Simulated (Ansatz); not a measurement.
**C2H4Cl2: how energies converge with the basis set**

Aim: see how fast density functionals converge with the basis set for C2H4Cl2.

Program: Ansatz 0.2.0, Gaussian basis. Level of theory: one geometry, several basis sets. These are calculated values, not measurements.

Levels to be run: PBE0-D4/def2-SVP; ωB97M-V/def2-SVP; PBE0-D4/def2-QZVPP; ωB97M-V/def2-QZVPP; the functionals' def2-TZVPP values are taken from earlier runs.

**1. Structure used throughout**

An earlier PBE0-D4 in a triple-zeta def2 set relaxation fixed the geometry.

SMILES `ClCCCl`, 8 atoms, charge 0, spin multiplicity 1.

Atoms are counted from 1 here; the program's logs count them from 0.

Bond lengths: Cl1–C2 1.776 Å, C2–C3 1.504 Å, C2–H5 1.091 Å, C2–H6 1.089 Å, C3–Cl4 1.776 Å, C3–H7 1.091 Å, C3–H8 1.089 Å. Angles: Cl1–C2–C3 112.5°, Cl1–C2–H5 107.0°, Cl1–C2–H6 107.4°, C3–C2–H5 109.3°, C3–C2–H6 111.2°, H5–C2–H6 109.3°, C2–C3–Cl4 112.5°, C2–C3–H7 109.3°, C2–C3–H8 111.2°, Cl4–C3–H7 107.0°, Cl4–C3–H8 107.4°, H7–C3–H8 109.3°.

**2. PBE0-D4 in def2-SVP**

The input, in.yaml:

```yaml
crystal:
  periodic: [false, false, false]
  atoms:
    - {symbol: Cl, position_ang: [-2.031774, 0.139958, -0.476332]}
    - {symbol: C, position_ang: [-0.451307, 0.555039, 0.219230]}
    - {symbol: C, position_ang: [0.639141, -0.378713, -0.229440]}
    - {symbol: Cl, position_ang: [0.443858, -2.017868, 0.425547]}
    - {symbol: H, position_ang: [-0.214793, 1.568727, -0.108300]}
    - {symbol: H, position_ang: [-0.558773, 0.543597, 1.302919]}
    - {symbol: H, position_ang: [1.601284, -0.005760, 0.125480]}
    - {symbol: H, position_ang: [0.664565, -0.462180, -1.315004]}
basis:
  gaussian: {orbitals: def2-SVP}
hamiltonian: {xc: pbe0, dispersion: d4}
output: {orbitals: {seedname: orbitals}}
```

Started as:

```console
> ansatz run in.yaml --threads 4 --pin off --events-out ev --progress --plain --max-ram 10444MiB
```

Further steps of the session: ωB97M-V in def2-SVP; PBE0-D4 in def2-QZVPP; ωB97M-V in def2-QZVPP.

**Question.** What will the summary of the whole plan be? Wanted: PBE0-D4: double and triple zeta above quadruple; ωB97M-V: double and triple zeta above quadruple.

**Answer**, as computed:

| quantity | value |
| --- | --- |
| PBE0-D4: double and triple zeta above quadruple | 11.97, 0.86 eV |
| ωB97M-V: double and triple zeta above quadruple | 11.99, 0.83 eV |

**Reading.** PBE0-D4 gains 11.11 eV from double to triple zeta, then 0.86 eV more. Total energies overstate the basis error of differences, where much of it tends to cancel. The LUMO of ωB97M-V is positive and keeps falling with the basis (3.01 to 1.61 eV): an unbound level that the basis holds in place.
